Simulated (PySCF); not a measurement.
Cartesian coordinates in Å; atom numbers follow the order of the lines, from 1:
```xyz
17

C     3.012    0.108    0.713
C     1.729   -0.240    0.817
C     0.917   -0.848   -0.293
N    -0.222   -0.064   -0.728
C    -1.336    0.008    0.192
C    -2.494    0.775   -0.418
H     3.571   -0.063   -0.214
H     3.557    0.565    1.543
H     1.204   -0.056    1.764
H     1.576   -1.034   -1.159
H     0.538   -1.837    0.023
H     0.082    0.873   -0.987
H    -1.655   -1.026    0.412
H    -1.081    0.459    1.176
H    -2.797    0.319   -1.372
H    -3.361    0.791    0.259
H    -2.212    1.822   -0.620
```

Geometry: PBE0-D3(BJ)/def2-SVP; GIAO shifts from PySCF 2.14, gas phase, non-relativistic, averaged over equivalent atoms.

At BLYP/pcSseg-1 (157 basis functions, 24 s wall time on 1 thread of an Arm Neoverse V1, shared host):
| atoms | δ (ppm) |
| --- | --- |
| C2 | 143.9 |
| C1 | 119.1 |
| C3 | 60.7 |
| C5 | 48.5 |
| C6 | 19.3 |
| N4 | 81.0 |
| H9 | 6.56 |
| H7 | 5.10 |
| H8 | 5.03 |
| H10/H11 | 3.35 |
| H13/H14 | 2.86 |
| H15/H16/H17 | 1.13 |
| H12 | -0.44 |

References, each an isolated molecule treated in the same way: 13C (175.31 ppm), 1H (31.36 ppm) vs TMS; 15N (262.57 ppm) vs NH3.

Estimate the result of repeating the calculation with KT3/pcSseg-1.

Answers


| atoms | δ at KT3/pcSseg-1 | change |
| --- | --- | --- |
| C2 | 132.6 | -11.3 |
| C1 | 110.3 | -8.8 |
| C3 | 57.1 | -3.6 |
| C5 | 46.2 | -2.3 |
| C6 | 18.8 | -0.5 |
| N4 | 73.1 | -7.9 |
| H9 | 6.42 | -0.14 |
| H7 | 5.01 | -0.09 |
| H8 | 4.98 | -0.05 |
| H10/H11 | 3.28 | -0.07 |
| H13/H14 | 2.79 | -0.07 |
| H15/H16/H17 | 1.10 | -0.03 |
| H12 | -0.36 | +0.08 |

Shifts are taken against calculated references (same method and geometry level): 13C (182.31 ppm), 1H (31.32 ppm) against TMS; 15N (262.01 ppm) vs NH3.

The largest change is at C2 (alkene CH). Cost: 157 basis functions, 41 s wall time on 1 thread of an x86-64 server CPU, shared host. The order of the carbon signals is the same at both levels.

Experimental scales use liquid or dissolved standards, which lie at an offset from isolated NH3 (liquid NH3: subtract about 20 ppm).
